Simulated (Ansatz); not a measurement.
Ansatz (an electronic-structure program) input (B3LYP/def2-SVP):

Ansatz 0.2 input:
```yaml
crystal:
  periodic: [false, false, false]
  atoms:
    - {symbol: C, position_ang: [-0.01960273, 0.53041536, 0.01007793]}
    - {symbol: O, position_ang: [0.02915470, -0.78887498, -0.01498868]}
    - {symbol: H, position_ang: [-1.06290528, 1.00482270, 0.02799415]}
    - {symbol: H, position_ang: [0.48134512, 1.04526317, 0.90330047]}
    - {symbol: H, position_ang: [0.46593892, 1.07842182, -0.87185278]}
basis:
  gaussian:
    orbitals: def2-SVP
hamiltonian:
  xc: {name: B3LYP}
total_charge: -1
output: {forces: true}
```

Output:

```
Functional definition: B3LYP
integrals: 0.01 GiB planned
433 factors; integrals over basis functions are off by at most 1.2e-3 eV
mean field: 0.09 GiB planned
mean field evaluation 1: about -3128.7657 eV, gradient 1.0e1 eV
mean field evaluation 2: about -3128.8067 eV, gradient 1.0e1 eV
mean field evaluation 4: about -3129.0184 eV, gradient 7.2e-1 eV
mean field evaluation 8: about -3129.0198 eV, gradient 5.0e-3 eV
mean field -3129.01984305 eV, -114.9893583064 hartree, gradient 1.7e-5 eV, S^2 0.000000; 0 other end points of the search recorded, 0 dependent functions left out
the calculation of the forces begins
reference -3129.02002542 eV, -114.9893650081 hartree; 9, 9 occupied and 34, 34 virtual orbitals, 433 factors
Total energy: -3129.02002542 eV, -114.9893650081 hartree
Atom 0 at    -0.019603     0.530415     0.010078 Å, force     0.075687    -2.046886    -0.038891 eV/Å
Atom 1 at     0.029155    -0.788875    -0.014989 Å, force    -0.025348     0.685493     0.013025 eV/Å
Atom 2 at    -1.062905     1.004823     0.027994 Å, force    -0.404388     0.439411     0.011718 eV/Å
Atom 3 at     0.481345     1.045263     0.903300 Å, force     0.179939     0.454718     0.342907 eV/Å
Atom 4 at     0.465939     1.078422    -0.871853 Å, force     0.174110     0.467264    -0.328757 eV/Å
Dipole moment:    -0.009106     0.246415     0.004682 e Å
```

The dipole moment of an ion depends on the origin.
